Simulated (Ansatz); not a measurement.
A made-up structure of Si$_{2}$H$_{3}$O, doublet:

```xyz
6
angstrom
O 0.8406 -1.5406 0.1264
Si 0.8142 -1.9739 1.5901
Si -0.2628 0.5817 -0.3375
H -1.3481 0.2872 -1.3084
H 0.7533 1.4574 -0.9759
H -0.7972 1.1883 0.9053
```

It is relaxed with PBE-D4/def2-SVP and then PBE0-D4/def2-TZVP (Ansatz 0.2.0). Atoms count as bonded within 1.22 times the sum of their covalent radii (H–H: 0.88 Å). The end point is not checked to be a true minimum.

Question: Does its bonding change? (Judge from chemistry; the calculation decides.)

Answer: Computed: Yes. Formed: O1–Si3; broken: none.

Where it ends: The first stage lowers the energy by 1.70 eV in 8 steps. It ends as Si₂H₃O ([Si][O][SiH3]):
```xyz
6
angstrom
O 0.5147 -0.9855 0.1653
Si 0.8723 -1.9991 1.4048
Si -0.1935 0.4363 -0.2874
H -1.2692 0.1333 -1.2616
H 0.8384 1.2913 -0.9217
H -0.7627 1.1238 0.9005
```

Labels in which every atom is bracketed show which atoms are joined, not bond orders.

For scale, one of the runs: PBE0-D4/def2-TZVP relaxation, 123 basis functions, launched by `ansatz run in.yaml --threads 2 --pin off --events-out ev --progress --plain --max-ram 4352MiB`. Hardware: 2 CPU threads of an Arm Neoverse V1, shared host. Wall time about 46 s.
